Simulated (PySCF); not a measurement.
Molecule: SMILES C1=CCCCC1, C6H10.

Structure with atom numbers: `[CH:1]1=[CH:2][CH2:3][CH2:4][CH2:5][CH2:6]1`. Each H is labelled by its parent atom.

Geometry PBE0-D3(BJ)/def2-SVP throughout; GIAO in PySCF, gas phase, one conformer, non-relativistic; equivalent atoms averaged; functional PBE0.

**Question.** How do the shifts δ (against TMS at the same level) depend on the basis set? (ppm; last column core-seconds on shared hosts with different chips, so compare them loosely)

**Answer.** 
```tsv
basis set	functions	C1/C2	C3/C6	C4/C5	H(C1)/H(C2)	H(C3)/H(C6)	H(C4)/H(C5)	core-s
STO-3G	40	109.8	26.7	24.9	5.32	1.30	0.96	3.6
6-31G	74	125.4	26.1	22.8	6.03	2.08	1.65	7
pcSseg-0	74	138.7	26.4	22.4	5.60	1.88	1.43	4.3
6-31G*	104	123.3	25.7	22.5	5.76	1.97	1.59	10
def2-SVP	134	127.6	25.2	22.2	5.64	1.82	1.33	14
cc-pVDZ	134	129.0	28.0	24.9	5.77	1.93	1.48	9.6
pcSseg-1	152	136.0	27.7	24.2	5.88	1.99	1.47	13
6-311+G(2d,p)	222	134.1	27.5	24.3	5.97	2.06	1.61	30
aug-cc-pVDZ	228	128.9	27.5	24.8	6.06	2.12	1.68	22
def2-TZVP	246	135.5	28.4	25.2	5.98	2.05	1.62	36
IGLO-III	310	138.7	28.6	25.5	5.98	2.08	1.62	35
cc-pVTZ	320	134.6	28.0	24.8	5.96	2.03	1.60	38
```

**Question.** Which nucleus moves most, in ppm?

**Answer.** C1/C2 (alkene CH): from 109.8 ppm with STO-3G to 138.7 ppm with IGLO-III. The smallest spread is 0.72 ppm, at H(C4)/H(C5). Proton shifts span only some 12 ppm, so a few tenths of a ppm matter as much there as several ppm in carbon.

**Question.** Taking the largest basis, cc-pVTZ (320 functions), as the yardstick, rank the others by their worst heavy-atom deviation.

**Answer.** 6-311+G(2d,p) 0.6 ppm (222 functions), def2-TZVP 0.9 ppm (246 functions), pcSseg-1 1.5 ppm (152 functions), pcSseg-0 4.1 ppm (74 functions), IGLO-III 4.1 ppm (310 functions), cc-pVDZ 5.6 ppm (134 functions), aug-cc-pVDZ 5.7 ppm (228 functions), def2-SVP 7.0 ppm (134 functions), 6-31G 9.2 ppm (74 functions), 6-31G* 11.2 ppm (104 functions), STO-3G 24.8 ppm (40 functions).

A small basis that lands close on one nucleus may do so by chance; judge by the trend and by all nuclei.
